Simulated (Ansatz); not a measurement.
C4H5FO (`COC1=C(F)C1`) at its PBE0-D4/def2-TZVP geometry, where that method's forces vanish. The species carries charge 0 and has multiplicity 1.

```xyz
11

C    -1.5231    0.8930   -0.4759
O    -0.9565   -0.3693   -0.8034
C     0.2440   -0.5827   -0.2940
C     1.3618   -1.2055   -0.2389
F     2.1792   -2.1343   -0.6771
C     1.1515   -0.2656    0.8886
H    -2.5563    0.8620   -0.8159
H    -0.9916    1.6994   -0.9886
H    -1.4930    1.0639    0.6030
H     1.6862    0.6884    0.9186
H     0.8977   -0.6493    1.8836
```

What forces (eV/Å) does PBE-D4/def2-TZVPP give on these atoms in Ansatz? (Best estimate.)

The calculation gave: 
```
C1  -0.130  0.239  0.060
O2  -0.347 -0.371 -0.346
C3  -0.399  0.263 -0.074
C4   0.345 -0.084  0.037
F5   0.505 -0.577 -0.253
C6   0.088  0.140  0.280
H7  -0.221  0.007 -0.067
H8   0.103  0.193 -0.103
H9  -0.003  0.062  0.232
H10  0.113  0.206  0.014
H11 -0.053 -0.077  0.221
```
